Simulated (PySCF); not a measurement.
## Diatomics of F with the third period

CCSD(T) with triple-zeta basis sets in PySCF, for the lowest determinant that a PBE0 search found; no spin–orbit coupling. De refers to high-spin ground-configuration atoms.

```csv
M,basis,"reference, frozen orbitals",state (unpaired electrons),Re (Å),ωe (cm⁻¹),De (eV)
Na,x2c-TZVPPall,"RHF, 2",singlet (closed shell),1.920,545,4.62
Mg,x2c-TZVPPall,"UHF, 2",doublet (σ ↑),1.764,703,4.29
Al,def2-TZVPP,"RHF, 6",singlet (closed shell),1.665,797,6.83
P,def2-TZVPPD,"UHF, 6",triplet (π ↑↑),1.601,844,4.44
S,x2c-TZVPPall,"UHF, 6",doublet (π ↑),1.606,836,3.37
Cl,x2c-TZVPPall,"RHF, 6",singlet (closed shell),1.639,774,2.45
```

The shortest bond is that of PF (1.601 Å), the longest that of NaF (1.920 Å). AlF is bound most strongly (6.83 eV) and ClF least (2.45 eV).

The rows differ in basis set, which adds steps of its own.

The state changes along the series, so neighbouring rows are not always alike in their bonding.

Correlated steps freeze the inner cores (2 to 6 orbitals); shallow outer-core shells are correlated. Where the molecule has an RHF reference, its open-shell atoms are computed with UHF. States were picked by a PBE0 search and need not be the measured ground states.
